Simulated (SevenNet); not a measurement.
**fcc Pt**

Computed with the machine-learned potential SevenNet-l3i5 (trained on PBE and PBE+U data).

Cell (relaxed at this level):

```xyz
1
Lattice="0.0000 1.9885 1.9885 1.9885 0.0000 1.9885 1.9885 1.9885 0.0000" Properties=species:S:1:pos:R:3 pbc="T T T"
Pt     0.0000     0.0000     0.0000
```

```yaml
bulk_modulus: 247 GPa
elastic constant C11: 295 GPa
elastic constant C12: 224 GPa
elastic constant C44: 77.4 GPa
vacancy_formation_energy: 0.68 eV
```

Measured, for comparison: elastic constant C11 358 GPa, elastic constant C12 254 GPa, elastic constant C44 77.4 GPa (0 K, low-temperature values given for 0 K; zero-point effects included; as tabulated in Li et al. (2021), arXiv:2102.01972); vacancy formation energy 1.35 ± 0.09 eV (no zero-point or thermal correction, monovacancy, our sources range from 1.35 to 1.60; as tabulated in Mehl and Papaconstantopoulos (1996), arXiv:mtrl-th/9602003). Computed (rounded) less measured: elastic constant C11 -18 %, elastic constant C12 -12 %, elastic constant C44 0.0 %, vacancy formation energy not scored (sources differ).

A machine-learned potential is trained on density-functional data: it inherits that level's misses and adds fitting errors of its own.

Elastic constants are with the ions relaxed.
